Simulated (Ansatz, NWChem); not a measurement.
## From Ansatz to NWChem

Ansatz 0.2.0 runs this on triplet BHF2:

job.yaml:
```yaml
crystal:
  periodic: [false, false, false]
  atoms:
    - symbol: F
      position_ang: [1.154300, 0.456900, -0.361900]
    - symbol: B
      position_ang: [-0.001900, -0.031000, 0.025200]
    - symbol: F
      position_ang: [-1.095400, 0.528700, -0.438900]
    - symbol: H
      position_ang: [-0.057000, -0.954600, 0.775600]
basis:
  gaussian:
    orbitals: def2-TZVPP
magnetization:
  spin_polarized: true
  initial_magnetization: 2
hamiltonian:
  xc: {name: BHLYP}
accuracy: high
output: {orbitals: {seedname: orbitals}}
```

```bash
$ ansatz run job.yaml --threads 1 --pin off --max-ram 3480MiB --events-out events.jsonl --progress --plain --runs-dir runs
```

The coordinates come from a PBE0-D4/def2-TZVP relaxation. That shape belongs to the parent species and isn't relaxed for this state.

It gives a total energy of -224.969473 Eh.

Q: How is this level of theory, on these atoms, set up in NWChem 7.3.0 as an ASE script?

A: One way, which was run:

bf2h.xyz:
```
4
BF2H
F      1.154300     0.456900    -0.361900
B     -0.001900    -0.031000     0.025200
F     -1.095400     0.528700    -0.438900
H     -0.057000    -0.954600     0.775600
```

run.py:
```python
from ase.io import read
from ase.calculators.nwchem import NWChem

mol = read('bf2h.xyz')

calc = NWChem(
    label='bf2h',
    theory='dft',
    memory='2200 mb',
    basis='def2-TZVPP',
    basispar='spherical bse',
    dft={'xc': 'bhlyp', 'mult': '3', 'grid': 'fine', 'convergence': 'energy 1e-08', 'iterations': '100', 'mulliken': None},
    task='energy',
)
mol.calc = calc

print("Total energy (eV):", round(mol.get_potential_energy(), 6))
```

```bash
$ export ASE_NWCHEM_COMMAND="nwchem PREFIX.nwi > PREFIX.nwo"
$ python run.py
```

Its energy is -224.969473 Eh, the same as the first but for the last digit, at most.
